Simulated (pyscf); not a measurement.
Single points on ωB97X-D3(BJ)/def2-SVP structures (PySCF, gas phase). MP2 and CC: frozen core, UHF for open shells. ΔMP2 is the change of the MP2 total energy from the triple- to the quadruple-zeta basis.

SMILES: C=C[SiH2]Cl
```xyz
9

C     -0.2509     0.3723    -0.3801
C     -1.0954    -0.0838     0.5510
Si    -0.6739    -1.4435     1.7524
Cl     1.2656    -2.0759     1.3882
H     -0.5307     1.1748    -1.0726
H      0.7585    -0.0414    -0.4865
H     -2.0970     0.3645     0.6174
H     -1.5784    -2.6130     1.5896
H     -0.7475    -0.9678     3.1597
```

Q: How much does it cost (ΔH, 298 K, CCSD(T)/def2-TZVPP + ΔMP2(QZVPP)) to split H₂C=CH–SiH₂–Cl at its Cl–Si bond into [H₂C–CH=SiH₂]• + Cl•?

A: Cl–Si to [H₂C–CH=SiH₂]• + Cl•: 109.4 kcal/mol. The radicals are drawn with the spin at the cut bond; how far it spreads was not checked. Other isomers of [H₂C–CH=SiH₂]• were not searched in full and may lie lower. The CCSD(T) − MP2 part came from Ansatz, without density fitting, on the same reference. A UHF reference is spin-contaminated (<S²> up to 0.91), which harms MP2 most. Left out: the spin-orbit lowering of Cl.
